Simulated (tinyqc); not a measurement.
UHF in the sto-3g basis, for OH+, spin multiplicity 3, step by step. One step of it, computed by the program tinyqc.

Task: Iteration 1: building the Fock matrix. J_ij = sum D_kl (ij|kl) with D = D(alpha) + D(beta), K_ij = sum D_kl (ik|jl) for each spin; F = H + J - K(s); E = tr D H + tr D J / 2 - 0.5 sum_s tr D(s) K(s) + E_nn.

D(alpha) at the start:
```
            1O 1s      1O 2s     1O 2px     1O 2py     1O 2pz      2H 1s
1O 1s    1.055626  -0.228768   0.010257  -0.072397  -0.027751   0.036744
1O 2s   -0.228768   0.932614  -0.067081   0.473471   0.196044  -0.283168
1O 2px   0.010257  -0.067081   0.986848   0.092826   0.002377   0.050693
1O 2py  -0.072397   0.473471   0.092826   0.344823  -0.016775  -0.357800
1O 2pz  -0.027751   0.196044   0.002377  -0.016775   1.156600  -0.471687
2H 1s    0.036744  -0.283168   0.050693  -0.357800  -0.471687   1.166961
```

D(beta) at the start:
```
            1O 1s      1O 2s     1O 2px     1O 2py     1O 2pz      2H 1s
1O 1s    0.509054  -0.392620  -0.323109  -0.237424  -0.278304   0.282876
1O 2s   -0.392620   0.761822  -0.239966   0.385042   0.327711  -0.473275
1O 2px  -0.323109  -0.239966   0.739785  -0.031184  -0.026469   0.042600
1O 2py  -0.237424   0.385042  -0.031184   0.282523  -0.026219  -0.367977
1O 2pz  -0.278304   0.327711  -0.026469  -0.026219   0.690333   0.089617
2H 1s    0.282876  -0.473275   0.042600  -0.367977   0.089617   0.483775
```

core Hamiltonian H = T + V (hartree):
```
             1O 1s      1O 2s     1O 2px     1O 2py     1O 2pz      2H 1s
1O 1s   -32.095017  -7.464652   0.000000   0.000000  -0.011691  -1.213071
1O 2s    -7.464652  -8.721116   0.000000   0.000000  -0.142957  -2.734717
1O 2px    0.000000   0.000000  -6.897889   0.000000   0.000000   0.000000
1O 2py    0.000000   0.000000   0.000000  -6.897889   0.000000   0.000000
1O 2pz   -0.011691  -0.142957   0.000000   0.000000  -6.987200  -2.028948
2H 1s    -1.213071  -2.734717   0.000000   0.000000  -2.028948  -4.226046
```

Two-electron integrals (ij|kl) in chemists' order, unique and non-zero (hartree):
```
(11|11) 4.785065   (21|11) 0.741380   (21|21) 0.136873   (22|11) 1.118947
(22|21) 0.256633   (22|22) 0.817206   (31|31) 0.024477   (32|31) 0.037809
(32|32) 0.180518   (33|11) 1.115814   (33|21) 0.256684   (33|22) 0.817023
(33|33) 0.880159   (41|41) 0.024477   (42|41) 0.037809   (42|42) 0.180518
(43|43) 0.047444   (44|11) 1.115814   (44|21) 0.256684   (44|22) 0.817023
(44|33) 0.785270   (44|44) 0.880159   (51|51) 0.024477   (52|51) 0.037809
(52|52) 0.180518   (53|53) 0.047444   (54|54) 0.047444   (55|11) 1.115814
(55|21) 0.256684   (55|22) 0.817023   (55|33) 0.785270   (55|44) 0.785270
(55|55) 0.880159   (61|11) 0.120912   (61|21) 0.022150   (61|22) 0.041315
(61|33) 0.041234   (61|44) 0.041234   (61|51) 0.001017   (61|52) 0.001914
(61|55) 0.041484   (61|61) 0.003631   (62|11) 0.311628   (62|21) 0.072446
(62|22) 0.257547   (62|33) 0.253037   (62|44) 0.253037   (62|51) 0.005449
(62|52) 0.042659   (62|55) 0.266313   (62|61) 0.011970   (62|62) 0.102819
(63|31) 0.007365   (63|32) 0.043652   (63|53) 0.008725   (63|63) 0.014206
(64|41) 0.007365   (64|42) 0.043652   (64|54) 0.008725   (64|64) 0.014206
(65|11) 0.231863   (65|21) 0.054572   (65|22) 0.207122   (65|33) 0.197854
(65|44) 0.197854   (65|51) 0.010945   (65|52) 0.075905   (65|55) 0.225422
(65|61) 0.009391   (65|62) 0.100486   (65|65) 0.111277   (66|11) 0.469564
(66|21) 0.110921   (66|22) 0.453700   (66|33) 0.435848   (66|44) 0.435848
(66|51) 0.010256   (66|52) 0.112420   (66|55) 0.488838   (66|61) 0.018462
(66|62) 0.234066   (66|65) 0.261032   (66|66) 0.774606
```

nuclear repulsion = 3.83809400 hartree

Give: Coulomb J; exchange K(alpha); exchange K(beta); F(alpha); F(beta); total energy of this density.

Result:

Coulomb J (hartree):
```
          1O 1s    1O 2s   1O 2px   1O 2py   1O 2pz    2H 1s
1O 1s   13.3529   2.5490  -0.0372   0.0391   0.0256   0.4142
1O 2s    2.5490   6.4762  -0.1264   0.2232   0.2302   2.1245
1O 2px  -0.0372  -0.1264   6.4858   0.0058  -0.0007  -0.0292
1O 2py   0.0391   0.2232   0.0058   6.3815  -0.0167   0.0490
1O 2pz   0.0256   0.2302  -0.0007  -0.0167   6.5437   1.8007
2H 1s    0.4142   2.1245  -0.0292   0.0490   1.8007   4.1428
```

exchange K(alpha) (hartree):
```
          1O 1s    1O 2s   1O 2px   1O 2py   1O 2pz    2H 1s
1O 1s    4.9002   0.8193  -0.0056   0.0395   0.0049   0.1415
1O 2s    0.8193   1.1776  -0.0489   0.3448   0.0747   0.4505
1O 2px  -0.0056  -0.0489   1.1009   0.0773   0.0125   0.0039
1O 2py   0.0395   0.3448   0.0773   0.5663  -0.0879  -0.0275
1O 2pz   0.0049   0.0747   0.0125  -0.0879   1.1331   0.3391
2H 1s    0.1415   0.4505   0.0039  -0.0275   0.3391   0.8072
```

exchange K(beta) (hartree):
```
          1O 1s    1O 2s   1O 2px   1O 2py   1O 2pz    2H 1s
1O 1s    2.0493   0.1916  -0.4370  -0.1752  -0.1725   0.0420
1O 2s    0.1916   0.6545  -0.3219   0.2050   0.2230   0.2297
1O 2px  -0.4370  -0.3219   0.7889  -0.0260  -0.0132  -0.0732
1O 2py  -0.1752   0.2050  -0.0260   0.4081  -0.0978  -0.0683
1O 2pz  -0.1725   0.2230  -0.0132  -0.0978   0.8050   0.3771
2H 1s    0.0420   0.2297  -0.0732  -0.0683   0.3771   0.4332
```

F(alpha) (hartree):
```
           1O 1s    1O 2s   1O 2px   1O 2py   1O 2pz    2H 1s
1O 1s   -23.6423  -5.7349  -0.0316  -0.0004   0.0090  -0.9403
1O 2s    -5.7349  -3.4225  -0.0775  -0.1217   0.0125  -1.0607
1O 2px   -0.0316  -0.0775  -1.5130  -0.0714  -0.0131  -0.0331
1O 2py   -0.0004  -0.1217  -0.0714  -1.0827   0.0711   0.0766
1O 2pz    0.0090   0.0125  -0.0131   0.0711  -1.5766  -0.5674
2H 1s    -0.9403  -1.0607  -0.0331   0.0766  -0.5674  -0.8904
```

F(beta) (hartree):
```
           1O 1s    1O 2s   1O 2px   1O 2py   1O 2pz    2H 1s
1O 1s   -20.7914  -5.1073   0.3999   0.2143   0.1864  -0.8409
1O 2s    -5.1073  -2.8994   0.1955   0.0182  -0.1357  -0.8399
1O 2px    0.3999   0.1955  -1.2010   0.0318   0.0126   0.0440
1O 2py    0.2143   0.0182   0.0318  -0.9245   0.0811   0.1173
1O 2pz    0.1864  -0.1357   0.0126   0.0811  -1.2485  -0.6054
2H 1s    -0.8409  -0.8399   0.0440   0.1173  -0.6054  -0.5164
```

total energy of this density = -60.154398 hartree
